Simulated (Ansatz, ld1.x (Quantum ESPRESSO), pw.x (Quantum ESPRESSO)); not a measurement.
pw.x on fcc As: one setting changed

Potential: norm-conserving Troullier–Martins (Kleinman–Bylander form), ld1.x (Quantum ESPRESSO) 7.5, PBEsol; core [Ar] 3d10, reference 4s2 4p3; waves: 4s (bound): rc 1.45 bohr; 4p (bound): rc 2.10 bohr; 4d channel at 0.35 Ry: rc 1.80 bohr; local part: all-electron potential smoothed inside 1.92 bohr (lloc = -1); core correction: none.

The reference run (k-mesh 13³, cutoffs 60/240 Ry, Fermi–Dirac 0.01 Ry, mixing_beta 0.4, conv_thr 1e-9, no spin) gives -1.01 GPa at 18.557 Å³/atom, where all-electron LAPW gives -0.48 GPa. This run, with its own iteration cap, changes nbnd to 1, a wrong or extreme entry chosen on purpose.

```
&control
  calculation='scf', prefix='x', pseudo_dir='./', outdir='./tmp', tstress=.true., disk_io='none'
/
&system
  ibrav=0, nat=1, ntyp=1, ecutwfc=60, ecutrho=240, nbnd=1,
  occupations='smearing', smearing='fd', degauss=0.01
/
&electrons
  conv_thr=1e-09, mixing_beta=0.4, electron_maxstep=70
/
ATOMIC_SPECIES
As 1.0 As.UPF
CELL_PARAMETERS angstrom
  0.00000000 2.10132192 2.10132192
  2.10132192 0.00000000 2.10132192
  2.10132192 2.10132192 0.00000000
ATOMIC_POSITIONS crystal
As 0.0000 0.0000 0.0000
K_POINTS automatic
13 13 13 0 0 0
```

```bash
pw.x < As.scf.in > As.scf.out
```

Question: How does the run end?

Answer: It stops with "setup: too few bands". There must be at least as many bands as half the electrons, and more with smearing.

```
Error in routine setup (1):
     too few bands
```
